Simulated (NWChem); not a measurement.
**Correlation energy of diphosphorus (P$_{2}$)**

SMILES: P#P
```xyz
2

P      0.0000     0.0000     0.9455
P      0.0000     0.0000    -0.9455
```
Charge 0, spin multiplicity 1.

Program: NWChem. All single points use one geometry, from PBE0/def2-SVP, a minimum by its harmonic frequencies.

Basis set: def2-TZVP. Each correlation energy counts from its own Hartree-Fock reference.

The correlated methods keep 10 core orbitals frozen. Coupled-cluster values serve here as a point of comparison, not as the truth.

| method | correlation energy (mHa) |
|---|---|
| CR-CCSD(T) | -308.2 |
| CCSD(T) | -313.4 |
| MP2 | -274.1 |
| SCS-MP2 | -271.0 |
| CCSD+T(CCSD) | … |
| CCSD | -292.1 |
| CR-CCSD[T] | … |

### Question
Some entries are withheld; supply them.

### Answer

- CCSD+T(CCSD), correlation energy (mHa): -314.0
- CR-CCSD[T], correlation energy (mHa): -308.7
